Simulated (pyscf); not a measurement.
PySCF, gas phase, ωB97X-D3(BJ)/def2-SVP geometries. MP2 and CC: frozen core, UHF for open shells. ΔMP2 is the change of the MP2 total energy from the triple- to the quadruple-zeta basis.

Problem. Estimate by transition-state theory the rate constant of ammonia (NH₃) + H₂N–SiH₂–F → H₂N–SiH₂–NH₂ + hydrogen fluoride (HF) (singlet surface; H–N, F–Si broken, N–Si, F–H formed) at 600 K, with CCSD(T)/def2-TZVPP + ΔMP2(QZVPP) energies (ideal gas, 1 atm, RRHO with modes under 100 cm⁻¹ raised to 100, one conformer, R ln 2 for chiral ones without a mode under 150 cm⁻¹; no tunnelling).

Solution. The electronic barrier is 31.0 kcal/mol and the thermal terms add +20.7, so ΔG‡ = 51.7 kcal/mol. With k_BT/h = 1.25e+13 s⁻¹ and RT = 1.192 kcal/mol, and a volume of 8.18e-20 cm³ per molecule at 1 atm, k = 1.5e-25 cm³ molecule⁻¹ s⁻¹. Wigner's tunnelling factor for 667i cm⁻¹ would be 1.11. A shift of 1 kcal/mol in the barrier changes k by a factor 2.3. On the reactant side the descent ends in an adduct with a N–Si contact, 12.4 kcal/mol over the separated species and 15.5 kcal/mol under the saddle at ωB97X-D3(BJ)/def2-TZVP. On the product side the descent ends in a bound adduct, 10.4 kcal/mol under the separated species and 15.6 kcal/mol under the saddle at ωB97X-D3(BJ)/def2-TZVP. What is counted as formed (N–Si) is already present as a longer contact in the reactant adduct; forming that adduct is a step of its own. At ωB97X-D3(BJ)/def2-TZVP the barrier from the zero used here is 28.0 kcal/mol. This is the saddle that the search found; another between the same sides may lie lower. The CCSD(T) − MP2 part came from Ansatz, without density fitting, on the same reference.
